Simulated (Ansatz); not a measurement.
Born–Oppenheimer molecular dynamics of AlH7Si (9 atoms, charge 0, multiplicity 1). It starts from a rough guess of a transition structure, not a stationary point.

Level of theory: UKS PBE0/6-31G* in Ansatz 0.2.0.

| Item | Value |
| --- | --- |
| ensemble | NVE (velocity Verlet) |
| time step | 0.5 fs |
| steps asked | 150 |
| starting velocities drawn for | 1000 K |
| seed | 582866 |

First frame:

```xyz
9
Properties=species:S:1:pos:R:3
Al -0.965 -0.789 -0.782
H 0.990 -1.033 -1.172
H -0.596 -1.942 -1.752
H -2.495 -0.471 -0.620
H 0.796 -0.367 -0.479
Si 0.393 0.847 0.897
H 0.943 2.074 0.283
H -0.572 1.343 1.898
H 1.506 0.338 1.726
```

**Question.** How far do the bonds stretch over the last three quarters of this one trajectory? (Pairs bonded in most of those frames.)

**Answer.** 
```tsv
bond	mean (Å)	spread (Å)	shortest	longest
Al1–H3	1.617	0.057	1.52	1.71
Al1–H4	1.606	0.045	1.54	1.69
Al1–Si6	2.397	0.135	2.24	2.69
H2–H5	0.780	0.112	0.61	0.93
Si6–H7	1.495	0.021	1.46	1.53
Si6–H8	1.494	0.026	1.45	1.53
Si6–H9	1.517	0.053	1.43	1.59
```

Mean temperature of the second half: 2899 K. The conserved energy stayed within 1.8 meV per atom of its start (net change -0.62 meV per atom), so the integration is sound. The system heated up, since it started high on the potential surface and ran downhill. A run of 0.075 ps of so small a system gives no equilibrium averages. The orbitals stay closed-shell, which can raise the energy where a bond breaks towards radicals; this wasn't checked here.

Run time: 13 min on 1 thread of Intel(R) Xeon(R) Processor @ 2.50GHz (Skylake/Cascade Lake), with other jobs on the host, peak memory 0.14 GiB.
